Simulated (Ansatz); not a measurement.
`C[Si]S` + H–F → `C[Si]F` + H₂S at 298.15 K and 1 bar (ligand exchange at the Si–S bond).

Computed with Ansatz on PBE0-D4/def2-TZVP structures; ΔE is electronic, products minus reactants. CCSD(T)/CBS adds triple-zeta CCSD(T) − MP2 to the extrapolated MP2 energy (def2 sets, frozen cores). This one scheme is used for every species. One conformer a species, not always the lowest.

```json
{"species": "`C[Si]S`", "CCSD(T)/CBS energy (Eh)": "-727.30578", "H − E (kJ/mol)": "136.5", "S (J/(mol·K))": "304.5"}
{"species": "H–F", "CCSD(T)/CBS energy (Eh)": "-100.39570", "H − E (kJ/mol)": "33.5", "S (J/(mol·K))": "173.6"}
{"species": "`C[Si]F`", "CCSD(T)/CBS energy (Eh)": "-428.74649", "H − E (kJ/mol)": "112.9", "S (J/(mol·K))": "286.7"}
{"species": "H₂S", "CCSD(T)/CBS energy (Eh)": "-398.97279", "H − E (kJ/mol)": "49.9", "S (J/(mol·K))": "205.7"}
```

H − E and S are ideal-gas, rigid-rotor, harmonic terms from PBE0-D4/def2-TZVP, for one conformer and one mirror image of each species. 1 Eh = 2625.50 kJ/mol, R = 8.31446 J/(mol·K).

Problem. By hand: ΔE, ΔH, ΔS and ΔG.

Solution. ΔE = (-428.74649) + (-398.97279) − (-727.30578) − (-100.39570) = -0.01780 Eh = -46.7 kJ/mol. Δ(H − E) = 112.9 + 49.9 − 136.5 − 33.5 = -7.2, so ΔH = -53.9 kJ/mol. ΔS = 286.7 + 205.7 − 304.5 − 173.6 = 14.3 J/(mol·K). ΔG = -53.9 − 298.15 × (14.3)/1000 = -58.2 kJ/mol.

Problem. By hand: the equilibrium constant, and the temperature at which ΔG would vanish if ΔH and ΔS stayed fixed.

Solution. log₁₀ K = −ΔG/(RT ln 10) = 10.2. ΔH and −TΔS have one sign here, so there is no such temperature.

The number of gas molecules stays the same, so ΔS is small and ΔH decides. A doubt of 5 kJ/mol in ΔE shifts log₁₀ K by 0.9 here. Other conformers and mirror images would add mixing entropy, several J/(mol·K) or more a flexible species. These are equilibria of isolated gas molecules and say nothing of rates. Largest T1 diagnostic: 0.014 (customary marks: 0.02 for closed shells, 0.045 for open ones).
